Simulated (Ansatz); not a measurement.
Born–Oppenheimer molecular dynamics of C4H4N + FH (11 atoms, charge -1, multiplicity 1). It starts from a relaxed structure.

Method: RKS PBE/STO-3G (Ansatz).

- ensemble: NVT, Langevin thermostat
- time step: 0.5 fs
- steps asked: 400
- set temperature: 400 K
- friction: 0.02 /fs
- masses: H 2.014 u
- seed: 534076

Frames 0.5 fs apart, positions in Å.

Velocities at 190.0 fs (Å/ps):

```
F -1.76 2.55 -4.17
C 2.01 -0.17 2.45
C -2.43 1.92 1.44
C 1.66 1.71 -1.07
N -6.61 -4.74 2.67
C 1.66 1.22 -3.46
H -16.36 16.27 -17.39
H 4.44 1.44 -3.68
H 24.63 7.71 -11.26
H -0.86 2.30 -26.55
H 9.08 1.49 -7.88
```

```xyz
11
Properties=species:S:1:pos:R:3 time_fs=190.0 energy_less_start_eV=0.421 T=261
F 0.353 0.682 -3.173
C 0.949 -0.685 0.074
C 0.130 -0.900 1.278
C -0.729 0.167 1.409
N -0.516 0.980 0.219
C 0.604 0.536 -0.551
H 1.711 -1.401 -0.224
H 0.113 -1.876 1.933
H -1.526 0.283 2.181
H -0.911 1.963 0.074
H 0.455 0.598 -2.042
11
Properties=species:S:1:pos:R:3 time_fs=190.5 energy_less_start_eV=0.413 T=297
F 0.352 0.683 -3.175
C 0.950 -0.685 0.075
C 0.129 -0.899 1.279
C -0.729 0.167 1.408
N -0.519 0.977 0.220
C 0.605 0.537 -0.553
H 1.703 -1.393 -0.233
H 0.115 -1.873 1.931
H -1.514 0.288 2.174
H -0.912 1.964 0.061
H 0.460 0.598 -2.047
11
Properties=species:S:1:pos:R:3 time_fs=191.0 energy_less_start_eV=0.405 T=300
F 0.352 0.685 -3.178
C 0.951 -0.684 0.077
C 0.128 -0.898 1.281
C -0.728 0.168 1.408
N -0.522 0.975 0.222
C 0.606 0.537 -0.556
H 1.694 -1.386 -0.242
H 0.116 -1.867 1.928
H -1.501 0.294 2.168
H -0.913 1.963 0.049
H 0.464 0.598 -2.054
11
Properties=species:S:1:pos:R:3 time_fs=191.5 energy_less_start_eV=0.396 T=309
F 0.351 0.687 -3.180
C 0.952 -0.684 0.079
C 0.127 -0.898 1.283
C -0.727 0.169 1.407
N -0.525 0.974 0.223
C 0.607 0.537 -0.559
H 1.687 -1.380 -0.252
H 0.118 -1.860 1.923
H -1.488 0.300 2.164
H -0.914 1.961 0.037
H 0.469 0.599 -2.061
11
Properties=species:S:1:pos:R:3 time_fs=192.0 energy_less_start_eV=0.387 T=316
F 0.351 0.690 -3.182
C 0.952 -0.683 0.082
C 0.127 -0.898 1.283
C -0.727 0.170 1.405
N -0.527 0.973 0.225
C 0.607 0.538 -0.562
H 1.681 -1.375 -0.263
H 0.119 -1.850 1.918
H -1.476 0.305 2.160
H -0.916 1.958 0.025
H 0.474 0.599 -2.070
11
Properties=species:S:1:pos:R:3 time_fs=192.5 energy_less_start_eV=0.377 T=325
F 0.351 0.692 -3.185
C 0.951 -0.682 0.085
C 0.128 -0.898 1.284
C -0.726 0.172 1.403
N -0.530 0.972 0.226
C 0.608 0.538 -0.565
H 1.676 -1.370 -0.276
H 0.120 -1.839 1.913
H -1.465 0.311 2.157
H -0.917 1.954 0.013
H 0.478 0.599 -2.080
11
Properties=species:S:1:pos:R:3 time_fs=193.0 energy_less_start_eV=0.369 T=344
F 0.351 0.695 -3.187
C 0.950 -0.681 0.088
C 0.129 -0.899 1.283
C -0.725 0.173 1.401
N -0.532 0.970 0.227
C 0.609 0.538 -0.567
H 1.674 -1.367 -0.289
H 0.121 -1.828 1.909
H -1.456 0.319 2.154
H -0.918 1.949 0.001
H 0.483 0.600 -2.091
11
Properties=species:S:1:pos:R:3 time_fs=193.5 energy_less_start_eV=0.363 T=348
F 0.352 0.697 -3.189
C 0.949 -0.680 0.090
C 0.130 -0.900 1.283
C -0.724 0.174 1.399
N -0.534 0.969 0.227
C 0.611 0.537 -0.570
H 1.672 -1.364 -0.302
H 0.121 -1.815 1.906
H -1.448 0.328 2.151
H -0.919 1.944 -0.011
H 0.487 0.601 -2.105
11
Properties=species:S:1:pos:R:3 time_fs=194.0 energy_less_start_eV=0.358 T=356
F 0.353 0.699 -3.191
C 0.947 -0.678 0.092
C 0.131 -0.901 1.283
C -0.724 0.175 1.396
N -0.536 0.969 0.228
C 0.612 0.537 -0.574
H 1.672 -1.364 -0.315
H 0.122 -1.803 1.905
H -1.443 0.337 2.151
H -0.920 1.939 -0.022
H 0.490 0.603 -2.120
11
Properties=species:S:1:pos:R:3 time_fs=194.5 energy_less_start_eV=0.360 T=309
F 0.354 0.702 -3.193
C 0.945 -0.676 0.095
C 0.132 -0.902 1.282
C -0.723 0.176 1.394
N -0.538 0.968 0.229
C 0.614 0.537 -0.577
H 1.673 -1.366 -0.326
H 0.122 -1.790 1.904
H -1.441 0.348 2.151
H -0.922 1.932 -0.032
H 0.493 0.605 -2.135
11
Properties=species:S:1:pos:R:3 time_fs=195.0 energy_less_start_eV=0.369 T=309
F 0.356 0.704 -3.195
C 0.944 -0.675 0.097
C 0.134 -0.902 1.281
C -0.723 0.177 1.392
N -0.539 0.968 0.230
C 0.616 0.537 -0.580
H 1.674 -1.368 -0.336
H 0.122 -1.780 1.903
H -1.440 0.360 2.153
H -0.922 1.925 -0.040
H 0.496 0.608 -2.149
11
Properties=species:S:1:pos:R:3 time_fs=195.5 energy_less_start_eV=0.385 T=315
F 0.357 0.707 -3.197
C 0.941 -0.674 0.099
C 0.136 -0.902 1.280
C -0.722 0.179 1.389
N -0.540 0.968 0.231
C 0.618 0.536 -0.584
H 1.676 -1.371 -0.346
H 0.122 -1.771 1.903
H -1.440 0.374 2.155
H -0.923 1.918 -0.047
H 0.498 0.613 -2.162
```

Of the whole run (200 fs, mean temperature of the second half 338 K): The mean temperature of the second half is 15 % below the set value. A run of 0.2 ps of so small a system gives no equilibrium averages. Limits of this set-up: minimal basis, an anion without diffuse functions.

Run time: 16 min on 1 thread of Arm Neoverse N1, with other jobs on the host, peak memory 0.081 GiB.
